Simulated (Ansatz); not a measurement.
**H$_{2}$Ga–AsH$_{2}$, singlet: vertical spin and charge gaps**

Geometry (PBE0/def2-TZVP stationary point for this spin, not checked as a minimum):

```xyz
6

Ga    0.0215    0.0000    1.2397
As   -0.0461    0.0000   -1.1734
H    -0.0154    1.3668    2.0118
H    -0.0154   -1.3668    2.0118
H     0.9876    1.1100   -1.2806
H     0.9876   -1.1100   -1.2806
```

Basis cc-pVTZ; Ansatz 0.2.0. Correlated methods freeze the noble-gas cores and the filled d shells of p-block atoms. Prefix R: restricted or restricted open-shell reference; prefix U: unrestricted. No spin–orbit coupling is included, and no scalar relativity.

Gaps are energies of the second state less the first, at fixed atoms, for a selection of the levels run; each method lands on the state that its own search finds for that charge and spin.

Question: PBE gives 9.146 eV for removing an electron, to the doublet. Estimate what UCCSDT(Q) gives in cc-pVTZ.

Answer: UCCSDT(Q) in cc-pVTZ gives 9.214 eV, so against it PBE is off by -0.068 eV, of which a good part can be the reference's own basis and frozen-core error.

```csv
level,gap (eV),error (meV)
UHF,8.304,-910
UMP2,9.219,5
UCCSD,9.163,-51
UCCSD(T),9.215,1
BCCD(T),9.219,5
UCCSDT,9.210,-4
r2SCAN,9.203,-11
PBE0,9.214,0
B3LYP,9.260,46
wB97M-V,9.235,21
B2PLYP,9.208,-6
RPA-PBE,9.382,168
```

Triplet less singlet: 3.897 eV at UCCSDT(Q).

| level | gap (eV) | error (meV) |
| --- | --- | --- |
| UHF | 3.533 | -364 |
| UMP2 | 4.026 | 129 |
| UCCSD | 3.903 | 6 |
| BCCD(T) | 3.919 | 22 |
| UCCSDT | 3.895 | -2 |
| r2SCAN | 3.590 | -307 |
| PBE0 | 3.722 | -175 |
| B3LYP | 3.785 | -112 |
| B2PLYP | 3.899 | 2 |
| RPA-PBE | 3.774 | -123 |

Functionals correlate the shells that the reference freezes, so part of their error here is the reference's.

Full CI isn't at hand for all of this; UCCSDT(Q) serves as the reference, and is uncertain by the last step of the cluster series or more. The frozen core follows each run's orbitals, which can shift R against U totals by a few meV for light atoms and by up to 0.1 eV past Ca.
